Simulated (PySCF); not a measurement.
Species, as SMILES: C#C (C2H2).
Geometry (B3LYP-D3(BJ)/def2-TZVP, fixed):
```xyz
4

C      0.0000     0.0000    -0.5984
C      0.0000     0.0000     0.5984
H      0.0000     0.0000     1.6611
H      0.0000     0.0000    -1.6611
```

Basis-set convergence of the lowest singlet excitation energy at CAM-B3LYP with PySCF. Tamm-Dancoff approximation; the state is taken by its order, and sets in which it differs in degeneracy or brightness are left out, yet its character can still change. All functions are spherical. Density fitting with generated auxiliary sets. No added dispersion term, no relativity. Reference: the value in d-aug-cc-pVTZ, 7.662 eV, itself unsure by roughly 0.022 eV (its mean distance from aug-pcseg-2, aug-cc-pVTZ). Deviations are taken from unrounded values. Cost is core time over that of aug-cc-pVDZ, rough, on shared machines of one kind.

```json
[
 {"basis": "6-311+G**", "functions": "56", "lowest singlet excitation energy (eV)": "8.038", "minus reference (eV)": "0.376", "cost": "0.7×"},
 {"basis": "aug-cc-pVDZ", "functions": "64", "lowest singlet excitation energy (eV)": "7.692", "minus reference (eV)": "0.029", "cost": "1×"},
 {"basis": "aug-pcseg-1", "functions": "64", "lowest singlet excitation energy (eV)": "7.715", "minus reference (eV)": "0.053", "cost": "0.9×"},
 {"basis": "6-311++G(2d,2p)", "functions": "74", "lowest singlet excitation energy (eV)": "7.776", "minus reference (eV)": "0.114", "cost": "1×"},
 {"basis": "def2-TZVPD", "functions": "92", "lowest singlet excitation energy (eV)": "7.992", "minus reference (eV)": "0.330", "cost": "2×"},
 {"basis": "jun-cc-pV(T+d)Z", "functions": "106", "lowest singlet excitation energy (eV)": "7.925", "minus reference (eV)": "0.263", "cost": "3×"},
 {"basis": "def2-TZVPPD", "functions": "108", "lowest singlet excitation energy (eV)": "7.981", "minus reference (eV)": "0.319", "cost": "3×"},
 {"basis": "6-311++G(3df,3pd)", "functions": "114", "lowest singlet excitation energy (eV)": "7.783", "minus reference (eV)": "0.120", "cost": "3×"},
 {"basis": "aug-cc-pVTZ", "functions": "138", "lowest singlet excitation energy (eV)": "7.690", "minus reference (eV)": "0.028", "cost": "5×"},
 {"basis": "aug-pcseg-2", "functions": "138", "lowest singlet excitation energy (eV)": "7.679", "minus reference (eV)": "0.016", "cost": "7×"},
 {"basis": "pcseg-3", "functions": "186", "lowest singlet excitation energy (eV)": "8.102", "minus reference (eV)": "0.439", "cost": "10×"},
 {"basis": "d-aug-cc-pVTZ", "functions": "188", "lowest singlet excitation energy (eV)": "7.662", "minus reference (eV)": "0.000", "cost": "20×"},
 {"basis": "def2-QZVPPD", "functions": "192", "lowest singlet excitation energy (eV)": "7.847", "minus reference (eV)": "0.185", "cost": "10×"}
]
```
